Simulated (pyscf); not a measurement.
H₃Si–GeH₂–SiH₃ -> SiH₄ + H₃Si–GeH: [singlet], a 1,1-elimination (singlet surface; Ge–Si, Ge–H broken, H–Si formed). PySCF, gas phase, ωB97X-D3(BJ)/def2-SVP geometries. Energies in kJ/mol from the reactant's lowest minimum found.

Small-basis levels: PySCF, no dispersion term, spherical d functions. 

Quick B3LYP/6-31G*+LANL2DZ single points give ΔE‡ = 172.4 kJ/mol and ΔE = +165.1 kJ/mol. What does ωB97M-D3(BJ)/def2-TZVP give, and how far is the quick result from it?

ωB97M-D3(BJ)/def2-TZVP gives ΔE‡ = 148.9 kJ/mol and ΔE = +173.3 kJ/mol. B3LYP/6-31G*+LANL2DZ lies 23.5 kJ/mol over it in the barrier and 8.2 kJ/mol under it in the reaction energy, so on this step it does not hold to within 12.6 kJ/mol. ωB97M-D3(BJ)/def2-TZVP has limits of its own. On the product side the descent ends in an adduct with a Ge–Si, Ge–H contact, 50.2 kJ/mol under the separated species and 7.0 kJ/mol under the saddle at ωB97X-D3(BJ)/def2-TZVP. At ωB97M-D3(BJ) the saddle lies under the separated products, which points to a path from their complex (located at ωB97X-D3(BJ) alone), and parting the products costs more than the saddle. What is counted as broken (Ge–Si, Ge–H) persists as a longer contact in the product adduct; parting that adduct is a step of its own. At ωB97X-D3(BJ) the barrier from the zero used here is 163.8 kJ/mol. One saddle was located; it need not be the lowest between these sides. In the def2 sets elements up to Kr have no core potential.
